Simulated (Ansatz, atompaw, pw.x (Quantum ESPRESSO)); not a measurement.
**From atom to crystal: PAW (atompaw) potential for Ni**

Ni (Z = 28), PAW, made with atompaw 4.2.0.5 (PBE, scalar-relativistic). Core [Ar], reference 3d8 4s2 4p0. Waves: 4s (bound): rc 2.45 bohr; 4s channel at 1.15 Ry: rc 2.45 bohr; 4p (bound, empty): rc 3.00 bohr; 4p channel at 5.1 Ry: rc 3.00 bohr; 3d (bound): rc 1.15 bohr; 3d channel at 0.85 Ry: rc 1.15 bohr. Local part: troulliermartins scheme with l = 3 at 0 Ry, radius 2.50 bohr. Core correction: smooth core density matched at 2.00 bohr. Augmentation charge: sinc compensation charge, radius 2.90 bohr; PAW radius 3.00 bohr; waves and projectors: custom rrkj gramschmidtortho.

Atomic tests: cutoffs needed: 90 Ry and 140 Ry (the cutoffs (Ry, on a coarse ladder) from which the occupation-weighted sum of valence levels, in a spherical-Bessel basis at the reference potential, stays within 10 and 1 mRy of its value at 400 Ry); ghost test: no extra level below or beside the all-electron valence levels (s, p, d, f tested) (spherical-Bessel basis up to 400 Ry, 20 bohr box); lowest eigenvalue of the overlap operator: 0.40 (s channel).

Crystal test: fcc Ni in pw.x 7.5, no spin, 16³ k-points, Fermi–Dirac smearing 0.01 Ry, cutoffs 170/900 Ry. The reference is all-electron LAPW (Ansatz 0.2.0) with the same functional, mesh and smearing; V0 and B0 come from Birch–Murnaghan fits to the pressures at five volumes. Errors are pseudo minus all-electron; Δ is the rms difference of the E(V) curves that follow from these fits, minima aligned, over ±6 % about the mean V0. Mesh and smearing are coarse, so the numbers serve the comparison and aren't converged zero-temperature values; the lattice is a test structure that the element need not adopt. Spin polarisation and strong correlation are left out, which matters for this element.

```csv
V (Å³/atom),P all-electron (GPa),P pseudo (GPa)
10.360,10.94,9.24
10.632,4.80,3.14
10.905,-0.50,-2.24
11.178,-5.07,-6.74
11.450,-9.00,-10.59
```

All-electron: a0 = 3.517 Å (V0 = 10.88 Å³/atom), B0 = 198.9 GPa.

Pseudopotential: mean pressure error (GPa): -1.67; a0 (Å): 3.507; a0 error (%): -0.28; B0 error (%): +4.0; Δ (meV/atom): 4.0. The largest radius (3.00 bohr) exceeds half the bond length (2.35 bohr), so the spheres overlap, which is one possible source of error among others.

**Question.** At the middle volume, how do free energy and pressure move when the wave cutoff is lowered (ecutrho held at 900 Ry)?

**Answer.**

| cutoff (Ry) | shift of F (meV/atom) | shift of P (GPa) |
| --- | --- | --- |
| 76 | +212.2 | -13.97 |
| 102 | +115.6 | -4.66 |
| 136 | +5.0 | -0.26 |

Input at the middle volume:

```
&control
  calculation='scf', prefix='x', pseudo_dir='./', outdir='./tmp', tstress=.true., disk_io='low'
/
&system
  ibrav=0, nat=1, ntyp=1, ecutwfc=170, ecutrho=900, nbnd=12,
  occupations='smearing', smearing='fd', degauss=0.01
/
&electrons
  conv_thr=1e-09, mixing_beta=0.4, electron_maxstep=70
/
ATOMIC_SPECIES
Ni 1.0 Ni.UPF
CELL_PARAMETERS angstrom
  0.00000000 1.76007791 1.76007791
  1.76007791 0.00000000 1.76007791
  1.76007791 1.76007791 0.00000000
ATOMIC_POSITIONS crystal
Ni 0.0000 0.0000 0.0000
K_POINTS automatic
16 16 16 0 0 0
```

```bash
pw.x < Ni.scf.in > Ni.scf.out
```

Lines of the output:

```
Message from routine setup:
     using ibrav=0 with symmetry is DISCOURAGED, use correct ibrav instead
     lattice parameter (alat)  =       4.7038  a.u.
     unit-cell volume          =      73.5906 (a.u.)^3
     number of electrons       =        10.00
     number of Kohn-Sham states=           12
     kinetic-energy cutoff     =     170.0000  Ry
     charge density cutoff     =     900.0000  Ry
     scf convergence threshold =      1.0E-09
     Exchange-correlation= SLA PW PBX PBC
     number of k points=   145  Fermi-Dirac smearing, width (Ry)=  0.0100
     iteration #  1     ecut=   170.00 Ry     beta= 0.40
     total energy              =    -185.67223608 Ry
     estimated scf accuracy    <       0.02177599 Ry
     iteration #  2     ecut=   170.00 Ry     beta= 0.40
     total energy              =    -185.72627219 Ry
     estimated scf accuracy    <       0.06890443 Ry
     iteration #  3     ecut=   170.00 Ry     beta= 0.40
     total energy              =    -185.72420277 Ry
     estimated scf accuracy    <       0.01693706 Ry
     iteration #  4     ecut=   170.00 Ry     beta= 0.40
     total energy              =    -185.73290144 Ry
     estimated scf accuracy    <       0.00327119 Ry
     iteration #  5     ecut=   170.00 Ry     beta= 0.40
     total energy              =    -185.73276083 Ry
     estimated scf accuracy    <       0.00280679 Ry
     iteration #  6     ecut=   170.00 Ry     beta= 0.40
     total energy              =    -185.73311556 Ry
     estimated scf accuracy    <       0.00066974 Ry
     iteration #  7     ecut=   170.00 Ry     beta= 0.40
     total energy              =    -185.73292931 Ry
     estimated scf accuracy    <       0.00000513 Ry
     iteration #  8     ecut=   170.00 Ry     beta= 0.40
     total energy              =    -185.73411312 Ry
     estimated scf accuracy    <       0.00000433 Ry
     iteration #  9     ecut=   170.00 Ry     beta= 0.40
     total energy              =    -185.73468721 Ry
     estimated scf accuracy    <       0.00000211 Ry
     iteration # 10     ecut=   170.00 Ry     beta= 0.40
     total energy              =    -185.73477181 Ry
     estimated scf accuracy    <       0.00000183 Ry
     iteration # 11     ecut=   170.00 Ry     beta= 0.40
     total energy              =    -185.73478876 Ry
     estimated scf accuracy    <       0.00000005 Ry
     iteration # 12     ecut=   170.00 Ry     beta= 0.40
     the Fermi energy is    17.0225 ev
!    total energy              =    -185.73478896 Ry
     estimated scf accuracy    <          8.6E-10 Ry
     smearing contrib. (-TS)   =      -0.01041676 Ry
     The total energy is F=E-TS. E is the sum of the following terms:
     one-electron contribution =     -12.77802023 Ry
     hartree contribution      =       8.96830660 Ry
     xc contribution           =     -11.73843925 Ry
     ewald contribution        =     -68.92321388 Ry
     one-center paw contrib.   =    -101.25300544 Ry
     convergence has been achieved in  12 iterations
          total   stress  (Ry/bohr**3)                   (kbar)     P=      -22.43
```

The run at the middle volume (145 k-points, 12 iterations) took about 50 s on one core of a shared host (AMD EPYC 9R45 96-Core Processor, 96 threads, 376 GiB, load 56).
